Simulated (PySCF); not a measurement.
# From one method to the next for AlH

Starting from one script, swap the method and compare what comes out for AlH.

Computed with PySCF 2.14.0. Level: each script names its method and basis.

2 further runs of the same task are left out: 2 that didn't finish.

### 1 The starting structure

AlH: 2 atoms, charge 0, spin multiplicity 1.

Bond lengths: Al1–H2 1.742 Å.

### 2 The run that the others are compared with

The input, input.py:

```python
from pyscf import gto, scf, cc

mol = gto.M(
    atom='Al 0 0 0; H 0 0 1.742',
    basis='pcseg-2',
    charge=0,
    spin=0,
    verbose=4,
)
mf = scf.RHF(mol)
mf.kernel()
mycc = cc.CCSD(mf, frozen=5)
mycc.kernel()
mf.dip_moment()
print('orbital energies (hartree):', mf.mo_energy[..., max(0, mol.nelec[1]-3):mol.nelec[0]+3].round(4))
```

Started as:

```sh
$ OMP_NUM_THREADS=1 python input.py
```

### 3 M06l (RKS)

Run 1 changes functional: none (Hartree–Fock) → m06l; SCF type: RHF → RKS; step after the SCF: ccsd → analyze.

The input, input.py:

```python
from pyscf import gto, dft

mol = gto.M(
    atom='Al 0 0 0; H 0 0 1.742',
    basis='pcseg-2',
    charge=0,
    spin=0,
    verbose=4,
)
mf = dft.RKS(mol, xc='m06l')
mf.kernel()
mf.analyze()
print('orbital energies (hartree):', mf.mo_energy[..., max(0, mol.nelec[1]-3):mol.nelec[0]+3].round(4))
```

### 4 Revpbe (RKS)

Run 2 changes functional: none (Hartree–Fock) → revpbe; SCF type: RHF → RKS; step after the SCF: ccsd → analyze.

The input, input.py:

```python
from pyscf import gto, dft

mol = gto.M(
    atom='Al 0 0 0; H 0 0 1.742',
    basis='pcseg-2',
    charge=0,
    spin=0,
    verbose=4,
)
mf = dft.RKS(mol, xc='revpbe')
mf.kernel()
mf.analyze()
print('orbital energies (hartree):', mf.mo_energy[..., max(0, mol.nelec[1]-3):mol.nelec[0]+3].round(4))
```

### 5 Population analysis

Run 3 changes step after the SCF: ccsd → analyze.

The input, input.py:

```python
from pyscf import gto, scf

mol = gto.M(
    atom='Al 0 0 0; H 0 0 1.742',
    basis='pcseg-2',
    charge=0,
    spin=0,
    verbose=4,
)
mf = scf.RHF(mol)
mf.kernel()
mf.analyze()
print('orbital energies (hartree):', mf.mo_energy[..., max(0, mol.nelec[1]-3):mol.nelec[0]+3].round(4))
```

### 6 ROHF

Run 4 changes SCF type: RHF → ROHF.

Changes to input.py since step 2:

```diff
@@ -9,3 +9,3 @@
 )
-mf = scf.RHF(mol)
+mf = scf.ROHF(mol)
 mf.kernel()
```

What does the calculation give? Wanted: for each run, E(SCF); from base; gap; SCF dipole; after the SCF.

**Answer**, as computed:

| run | E(SCF) (hartree) | from base (eV) | cycles | gap (eV) | SCF dipole (D) | after the SCF |
| --- | --- | --- | --- | --- | --- | --- |
| base | -242.452125 | 0 | 8 | 8.51 | 0.36 | CCSD correlation -2.105 eV, core frozen |
| m06l (RKS) | -242.968321 | not comparable | 8 | 2.88 | 0.45 | n/a |
| revpbe (RKS) | -242.931590 | not comparable | 8 | 2.38 | 0.42 | n/a |
| population analysis | -242.452125 | 0.0000 | 8 | 8.51 | 0.36 | n/a |
| ROHF | -242.452125 | 0.0000 | 8 | n/a | 0.36 | CCSD correlation -2.105 eV, core frozen |

**Reading.** No change of the SCF energy comes from ROHF. A lower total energy from another functional means nothing by itself.
